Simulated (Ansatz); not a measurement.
Rutile SnO2 was calculated with PBE (Ansatz, a program for electronic structure, plane waves, PAW).

Run with plane-wave cutoff 500 eV, 8×8×10 k mesh (along the axes of the cell as run), gaussian smearing 0.02 eV, scalar-relativistic PAW data made under PBE.

Cell (relaxed at this level):

```yaml
crystal:
  lattice:
    - [4.82701, 0.00000, 0.00000]
    - [0.00000, 4.82701, 0.00000]
    - [0.00000, 0.00000, 3.23816]
  atoms:
    - { symbol: Sn, position: [0.00000, 0.00000, 0.00000] }
    - { symbol: Sn, position: [0.50000, 0.50000, 0.50000] }
    - { symbol: O, position: [0.30657, 0.30657, 0.00000] }
    - { symbol: O, position: [0.80657, 0.19343, 0.50000] }
    - { symbol: O, position: [0.19343, 0.80657, 0.50000] }
    - { symbol: O, position: [0.69343, 0.69343, 0.00000] }
```

Problem. Estimate the band gap that the calculation returns.

Solution. 
- band gap: 0.68 eV (on the SCF k mesh)

Measured, for comparison: band gap 3.81 eV (zero-point renormalisation of 215 meV (computed, non-adiabatic AHC, without the lattice-expansion part) added back here to the 1.8 K gap of; inputs from Miglio et al. (2020), arXiv:2011.12765).

Spin–orbit coupling is not included.

Computed values are for the static lattice.

It cost around 60 core-seconds (rough) of CPU time.
